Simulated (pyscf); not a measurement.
**Group migration: H₃C–C≡N (SMILES CC#N) -> C⁻≡N⁺–CH₃ (SMILES [C-]#[N+]C)**

Gas phase, singlet surface, charge 0. Bonds broken: C1–C2. Bonds formed: C1–N3. PySCF, gas phase, ωB97X-D3(BJ)/def2-SVP geometries. MP2 and CC: frozen core, UHF for open shells. ΔMP2 is the change of the MP2 total energy from the triple- to the quadruple-zeta basis.

Transition state (Å):

```xyz
6

C     -0.1668    -0.0575     0.5066
C      0.8716     1.2917     0.1065
N      1.2561     0.3653    -0.5398
H     -1.1364     0.3734     0.2382
H     -0.0752    -1.0629     0.0787
H     -0.0038    -0.0979     1.5881
```

One imaginary mode, 447i cm⁻¹; descent along it reached the two sides named.

```csv
bond,change,reactant side (Å),saddle,product side
C1–C2,breaks,1.465,1.749,2.593
C1–N3,forms,2.6,1.816,1.421
```

Electronic energies relative to the reactant's lowest minimum found (kcal/mol):

```csv
level,barrier,reaction energy,reverse barrier
ωB97X-D3(BJ)/def2-TZVP,63.3,+23.0,40.3
PBE/def2-TZVP,63.5,+24.9,38.6
r²SCAN/def2-TZVP,63.9,+24.8,39.2
B3LYP-D3(BJ)/def2-TZVP,64.5,+23.4,41.1
PBE0-D3(BJ)/def2-TZVP,64.3,+24.0,40.3
M06-2X/def2-TZVP,61.9,+22.0,39.9
ωB97M-D3(BJ)/def2-TZVP,61.5,+22.5,39.0
HF/def2-TZVP,64.1,+19.8,44.2
MP2/def2-QZVPP,68.0,+26.9,41.1
CCSD/def2-TZVPP,65.4,+24.0,41.4
CCSD(T)/def2-TZVPP,64.3,+24.3,40.0
CCSD(T)/def2-TZVPP + ΔMP2(QZVPP),64.2,+24.2,40.0
```

With CCSD(T)/def2-TZVPP + ΔMP2(QZVPP) energies and thermal terms (ideal gas, 1 atm, RRHO with modes under 100 cm⁻¹ raised to 100, one conformer, R ln 2 for rigid chiral ones), in kcal/mol:

| T (K) | ΔH‡ | ΔG‡ | ΔH | ΔG |
|---|---|---|---|---|
| 298 | 62.4 | 61.5 | +24.3 | +24.1 |
| 600 | 62.1 | 60.8 | +24.2 | +23.9 |
| 900 | 61.7 | 60.2 | +24.2 | +23.7 |
| 1200 | 61.3 | 59.7 | +24.2 | +23.6 |

This is the saddle that the search found; another between the same sides may lie lower. The CCSD(T) − MP2 part came from Ansatz, without density fitting, on the same reference.
